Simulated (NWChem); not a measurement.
Everything below was run with NWChem. System: hydrazine (H₄N₂), charge 0, spin multiplicity 1, at a geometry optimised with PBE0/def2-SVP. Level: CCSDT/STO-3G, 2 core orbitals frozen.

Job file:

```
start mol
memory heap 100 mb stack 700 mb global 1900 mb
geometry units angstroms nocenter noautoz
  N      0.174524    -0.679408     0.073847
  N     -0.174524     0.679408     0.073847
  H     -0.645840    -1.230559     0.313751
  H      0.512208    -1.012035    -0.830680
  H      0.645840     1.230559     0.313751
  H     -0.512208     1.012035    -0.830680
  symmetry group C2
end
basis spherical
  * library sto-3g
end
scf
  rhf
  nopen 0
  maxiter 100
  thresh 1e-7
  semidirect memsize 60000000 filesize 0
end
tce
  freeze core 2
  ccsdt
  2eorb
  2emet 13
  thresh 1e-6
  maxiter 100
  tilesize 24
end
task tce energy
```

Part of the output:

```
             Northwest Computational Chemistry Package (NWChem) 7.3.0
             --------------------------------------------------------

                                NWChem Input Module
                                -------------------

 Scaling coordinates for geometry "geometry" by  1.889725989
 (inverse scale =  0.529177249)

 Turning off AUTOSYM since
 SYMMETRY directive was detected!

                             Geometry "geometry" -> ""
                             -------------------------

 Output coordinates in angstroms (scale by  1.889725989 to convert to a.u.)

  No.       Tag          Charge          X              Y              Z
 ---- ---------------- ---------- -------------- -------------- --------------
    1 N                    7.0000     0.17452400    -0.67940800     0.07384700
    2 N                    7.0000    -0.17452400     0.67940800     0.07384700
    3 H                    1.0000    -0.64584000    -1.23055900     0.31375100
    4 H                    1.0000     0.51220800    -1.01203500    -0.83068000
    5 H                    1.0000     0.64584000     1.23055900     0.31375100
    6 H                    1.0000    -0.51220800     1.01203500    -0.83068000

 Effective nuclear repulsion energy (a.u.)      41.8840001464

            Nuclear Dipole moment (a.u.)
            ----------------------------
        X                 Y               Z
 ---------------- ---------------- ----------------
     0.0000000000     0.0000000000     0.0000000000

      Symmetry information
      --------------------

 Group name             C2
 Group number              4
 Group order               2
 No. of unique centers     3

      Symmetry unique atoms

     1    3    4


 Summary of "ao basis" -> "" (spherical)
 ------------------------------------------------------------------------------
       Tag                 Description            Shells   Functions and Types
 ---------------- ------------------------------  ------  ---------------------
 *                           sto-3g                   on all atoms

 Summary of "ao basis" -> "ao basis" (spherical)
 ------------------------------------------------------------------------------
       Tag                 Description            Shells   Functions and Types
 ---------------- ------------------------------  ------  ---------------------
 N                           sto-3g                  3        5   2s1p
 H                           sto-3g                  1        1   1s

                                 NWChem SCF Module
                                 -----------------

  ao basis        = "ao basis"
  functions       =    14
  atoms           =     6
  closed shells   =     9
  open shells     =     0
  charge          =   0.00
  wavefunction    = RHF
  use symmetry    = T
  symmetry adapt  = T

 Summary of "ao basis" -> "ao basis" (spherical)
 ------------------------------------------------------------------------------
       Tag                 Description            Shells   Functions and Types
 ---------------- ------------------------------  ------  ---------------------
 N                           sto-3g                  3        5   2s1p
 H                           sto-3g                  1        1   1s

      Symmetry analysis of basis
      --------------------------

        a           7
        b           7

 Forming initial guess at       0.0s

      Superposition of Atomic Density Guess
      -------------------------------------

 Sum of atomic energies:        -109.09875515

      Non-variational initial energy
      ------------------------------

 Total energy =    -109.441412
 1-e energy   =    -232.242791
 2-e energy   =      80.917378
 HOMO         =      -0.145757
 LUMO         =       0.505227

      Symmetry analysis of molecular orbitals - initial
      -------------------------------------------------

  Numbering of irreducible representations:

     1 a           2 b

  Orbital symmetries:

     1 a           2 b           3 a           4 b           5 a
     6 b           7 a           8 b           9 a          10 b
    11 a          12 b          13 a          14 b

 Starting SCF solution at       0.1s

 ----------------------------------------------
         Quadratically convergent ROHF

 Convergence threshold     :          1.000E-07
 Maximum no. of iterations :          100
 Final Fock-matrix accuracy:          1.000E-09
 ----------------------------------------------

              iter       energy          gnorm     gmax       time
             ----- ------------------- --------- --------- --------
                 1     -109.7294409340  3.67D-01  1.63D-01      0.1
                 2     -109.7424815092  7.61D-02  5.54D-02      0.1
                 3     -109.7436110123  2.73D-03  1.43D-03      0.1
                 4     -109.7436119156  1.16D-06  5.12D-07      0.1
                 5     -109.7436119156  7.48D-09  4.53D-09      0.1

       Final RHF  results
       ------------------

         Total SCF energy =   -109.743611915619
      One-electron energy =   -232.646773302843
      Two-electron energy =     81.019161240798
 Nuclear repulsion energy =     41.884000146426

        Time for solution =      0.0s

       Symmetry analysis of molecular orbitals - final
       -----------------------------------------------

  Numbering of irreducible representations:

     1 a           2 b

  Orbital symmetries:

     1 b           2 a           3 a           4 b           5 a
     6 b           7 a           8 b           9 a          10 b
    11 a          12 b          13 a          14 b

             Final eigenvalues
             -----------------

              1
    1  -15.3433
    2  -15.3427
    3   -1.2075
    4   -0.9539
    5   -0.6194
    6   -0.6117
    7   -0.5522
    8   -0.3385
    9   -0.3351
   10    0.6071
   11    0.6151
   12    0.6943
   13    0.7303
   14    0.7735

                       ROHF Final Molecular Orbital Analysis
                       -------------------------------------

 Vector    7  Occ=2.000000D+00  E=-5.521653D-01  Symmetry=a
              MO Center=  1.6D-17,  4.9D-17,  1.4D-01, r^2= 1.5D+00
   Bfn.  Coefficient  Atom+Function         Bfn.  Coefficient  Atom+Function
  ----- ------------  ---------------      ----- ------------  ---------------
     4      0.500686  1 N  py                 9     -0.500686  2 N  py
    11     -0.318951  3 H  s                 13     -0.318951  5 H  s

 Vector    8  Occ=2.000000D+00  E=-3.384977D-01  Symmetry=b
              MO Center= -3.1D-16,  8.0D-17,  1.1D-01, r^2= 1.3D+00
   Bfn.  Coefficient  Atom+Function         Bfn.  Coefficient  Atom+Function
  ----- ------------  ---------------      ----- ------------  ---------------
     5      0.516339  1 N  pz                10     -0.516339  2 N  pz
     3      0.339604  1 N  px                 8      0.339604  2 N  px
     2      0.305449  1 N  s                  7     -0.305449  2 N  s
    12     -0.267017  4 H  s                 14      0.267017  6 H  s

 Vector    9  Occ=2.000000D+00  E=-3.351285D-01  Symmetry=a
              MO Center=  6.7D-17,  4.0D-17,  1.6D-01, r^2= 1.3D+00
   Bfn.  Coefficient  Atom+Function         Bfn.  Coefficient  Atom+Function
  ----- ------------  ---------------      ----- ------------  ---------------
     3      0.536687  1 N  px                 8     -0.536687  2 N  px
     5      0.350015  1 N  pz                10      0.350015  2 N  pz
     2      0.235095  1 N  s                  7      0.235095  2 N  s
    11     -0.209032  3 H  s                 13     -0.209032  5 H  s

 Vector   10  Occ=0.000000D+00  E= 6.071233D-01  Symmetry=b
              MO Center= -2.6D-17, -1.0D-16, -8.5D-02, r^2= 1.7D+00
   Bfn.  Coefficient  Atom+Function         Bfn.  Coefficient  Atom+Function
  ----- ------------  ---------------      ----- ------------  ---------------
     2      0.979999  1 N  s                  7     -0.979999  2 N  s
    11     -0.550709  3 H  s                 13      0.550709  5 H  s
    12     -0.433678  4 H  s                 14      0.433678  6 H  s
     3     -0.344410  1 N  px                 8     -0.344410  2 N  px
     4      0.327006  1 N  py                 9      0.327006  2 N  py

 Vector   11  Occ=0.000000D+00  E= 6.150774D-01  Symmetry=a
              MO Center=  5.2D-17, -2.1D-16, -5.3D-01, r^2= 2.0D+00
   Bfn.  Coefficient  Atom+Function         Bfn.  Coefficient  Atom+Function
  ----- ------------  ---------------      ----- ------------  ---------------
    12      0.799850  4 H  s                 14      0.799850  6 H  s
     2     -0.669578  1 N  s                  7     -0.669578  2 N  s
     5      0.431008  1 N  pz                10      0.431008  2 N  pz
     4      0.334266  1 N  py                 9     -0.334266  2 N  py
    11      0.284472  3 H  s                 13      0.284472  5 H  s

 Vector   12  Occ=0.000000D+00  E= 6.943359D-01  Symmetry=b
              MO Center= -1.2D-16, -8.5D-17,  1.4D-01, r^2= 1.7D+00
   Bfn.  Coefficient  Atom+Function         Bfn.  Coefficient  Atom+Function
  ----- ------------  ---------------      ----- ------------  ---------------
     4      0.733101  1 N  py                 9      0.733101  2 N  py
    11      0.684316  3 H  s                 13     -0.684316  5 H  s
     3      0.280913  1 N  px                 8      0.280913  2 N  px
     5     -0.272138  1 N  pz                10      0.272138  2 N  pz
    12     -0.156871  4 H  s                 14      0.156871  6 H  s

 center of mass
 --------------
 x =   0.00000000 y =   0.00000000 z =   0.06053160

 moments of inertia (a.u.)
 ------------------
          70.540455694146           9.869362106066           0.000000000000
           9.869362106066          14.040455588333           0.000000000000
           0.000000000000           0.000000000000          72.374058689271

  Mulliken analysis of the total density
  --------------------------------------

    Atom       Charge   Shell Charges
 -----------   ------   -------------------------------------------------------
    1 N    7     7.32   2.00  1.54  3.78
    2 N    7     7.32   2.00  1.54  3.78
    3 H    1     0.83   0.83
    4 H    1     0.85   0.85
    5 H    1     0.83   0.83
    6 H    1     0.85   0.85

       Multipole analysis of the density wrt the origin
       ------------------------------------------------

     L   x y z        total         open         nuclear
     -   - - -        -----         ----         -------
     0   0 0 0     -0.000000      0.000000     18.000000

     1   1 0 0     -0.000000      0.000000      0.000000
     1   0 1 0      0.000000      0.000000      0.000000
     1   0 0 1     -0.818361      0.000000      0.000000

     2   2 0 0     -9.219231      0.000000      6.375612
     2   1 1 0      1.571781      0.000000     -3.954162
     2   1 0 1     -0.000000      0.000000      0.000000
     2   0 2 0     -7.951799      0.000000     41.207632
     2   0 1 1      0.000000      0.000000      0.000000
     2   0 0 2     -8.826510      0.000000      5.903988

                   NWChem Extensible Many-Electron Theory Module
                   ---------------------------------------------


            General Information
            -------------------
      Number of processors :     1
         Wavefunction type : Restricted Hartree-Fock
          No. of electrons :    18
           Alpha electrons :     9
            Beta electrons :     9
           No. of orbitals :    28
            Alpha orbitals :    14
             Beta orbitals :    14
        Alpha frozen cores :     2
         Beta frozen cores :     2
     Alpha frozen virtuals :     0
      Beta frozen virtuals :     0
         Spin multiplicity : singlet
    Number of AO functions :    14
       Number of AO shells :    10
        Use of symmetry is : on
      Symmetry adaption is : on
         Schwarz screening : 0.10D-09

          Correlation Information
          -----------------------
          Calculation type : Coupled-cluster singles, doubles, & triples
   Perturbative correction : none
            Max iterations :      100
        Residual threshold : 0.10D-05
     T(0) DIIS level shift : 0.00D+00
     L(0) DIIS level shift : 0.00D+00
     T(1) DIIS level shift : 0.00D+00
     L(1) DIIS level shift : 0.00D+00
     T(R) DIIS level shift : 0.00D+00
     T(I) DIIS level shift : 0.00D+00
   CC-T/L Amplitude update :  5-th order DIIS
                I/O scheme : Global Array Library
        L-threshold :  0.10D-05
        EOM-threshold :  0.10D-05
 no EOMCCSD initial starts read in
 TCE RESTART OPTIONS
 SLICE:      F
 D4D5:       F
 quantumc:   F
 qrotation:  F
 pwtce:      F
 qducc:      F
 nacto:                         0
 nrotv:                         0
 nrot:                          0

            Memory Information
            ------------------
          Available GA space size is     249036604 doubles
          Available MA space size is     104856492 doubles

 Maximum block size supplied by input
 Maximum block size        24 doubles

 tile_dim =      4

 -------------------------------------------------

 Global array virtual files algorithm will be used

 Parallel file system coherency ......... OK

 4-electron integrals stored in orbital form

 v2    file size   =             2630
 4-index algorithm nr.  13 is used
 imaxsize =       30
 imaxsize ichop =        0
 IN MAPPING 1 for UCC(4),CCSDT,CCSDTQ


 CCSDT iterations
 --------------------------------------------------------
 Iter          Residuum       Correlation     Cpu    Wall
 --------------------------------------------------------
    1   0.1284692755131  -0.0879935931010     0.2     0.2
    2   0.0465089616138  -0.1087016231183     0.2     0.2
    3   0.0225887861254  -0.1152728798270     0.1     0.1
    4   0.0107495995140  -0.1176028554728     0.2     0.2
    5   0.0053409933982  -0.1185377496443     0.2     0.2
    6   0.0012199077088  -0.1192100798329     0.2     0.2
    7   0.0005404409712  -0.1192367922866     0.2     0.2
    8   0.0002688769569  -0.1192402968813     0.2     0.2
    9   0.0001456346008  -0.1192431633602     0.2     0.2
   10   0.0000823063361  -0.1192448943605     0.1     0.1
   11   0.0000179166429  -0.1192468957193     0.2     0.2
   12   0.0000075208931  -0.1192475545768     0.2     0.2
   13   0.0000036320408  -0.1192477602147     0.2     0.2
   14   0.0000018745778  -0.1192478193186     0.2     0.2
   15   0.0000010063866  -0.1192478480505     0.2     0.2
   16   0.0000002595712  -0.1192478675198     0.2     0.2
 --------------------------------------------------------
 Iterations converged
 CCSDT correlation energy / hartree =        -0.119247867519755
 CCSDT total energy / hartree       =      -109.862859783138774

 Singles contributions

 Doubles contributions

 Task  times  cpu:        2.6s     wall:        2.6s

 Total times  cpu:        2.6s     wall:        2.6s
```
